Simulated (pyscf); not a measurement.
Optimised with ωB97X-D3(BJ)/def2-SVP in PySCF.

Estimate by transition-state theory the rate constant of `[SiH3][GeH3]` + `[ClH]` → `[SiH3][GeH2][Cl]` + `[H][H]` (singlet surface; Ge–H, Cl–H broken, Cl–Ge, H–H formed) at 900 K, with ωB97M-D3(BJ)/def2-TZVP energies (ideal gas, 1 atm, RRHO with modes under 100 cm⁻¹ raised to 100, one conformer, R ln 2 for chiral ones without a mode under 150 cm⁻¹; no tunnelling).

The electronic barrier is 36.4 kcal/mol and the thermal terms add +29.2, so ΔG‡ = 65.6 kcal/mol. With k_BT/h = 1.88e+13 s⁻¹ and RT = 1.788 kcal/mol, and a volume of 1.23e-19 cm³ per molecule at 1 atm, k = 2.8e-22 cm³ molecule⁻¹ s⁻¹. Wigner's tunnelling factor for 822i cm⁻¹ would be 1.07. A shift of 1 kcal/mol in the barrier changes k by a factor 1.7. At the saddle there is also a short Ge–H contact that neither side keeps. This is the saddle that the search found; another between the same sides may lie lower. Elements up to Kr have no core potential and no relativistic terms here.
